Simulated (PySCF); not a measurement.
# How methods differ on the electron affinity of P

P- [Ne] 3s2 3p4 (3P) → P [Ne] 3s2 3p3 (4S), as a difference of total energies. All numbers are calculated (PySCF 2.14, the spin-free X2C one-electron Hamiltonian (Gaussian nucleus), in aug-cc-pVQZ-DK). Correlated levels: valence: [Ne] frozen. The calculations carry no spin-orbit coupling.

| method | electron affinity (eV) |
| --- | --- |
| UHF | -0.334 |
| LDA | 1.026 |
| PBE | 0.873 |
| r2SCAN | 0.785 |
| wB97X | 0.811 |
| M06 | 0.767 |
| TPSS | 0.838 |
| MP2 (valence) | 0.533 |
| SCS-MP2 (valence) | 0.618 |

Question: Estimate what M06-2X gives.

Answer: 0.841 eV, closest to TPSS among the rows shown.

Question: Estimate what PBE0 gives.

Answer: 0.773 eV, closest to M06 among the rows shown.

A first-order spin-orbit estimate (lowest level to lowest level, LS coupling) adds 0.012 eV.

Errors of the correlated levels include the incompleteness of this basis and the frozen core.

A negative affinity means that the anion lies above the atom at that level of theory.

In the anion the highest occupied orbital energy is positive at LDA, PBE, PBE0, r2SCAN, M06, M06-2X, TPSS, a self-interaction effect; the basis confines that electron, and the energy difference can still be sensible.

For comparison: 0.747 eV (measured; photodetachment measurements, as compiled on the Wikipedia data page of electron affinities).
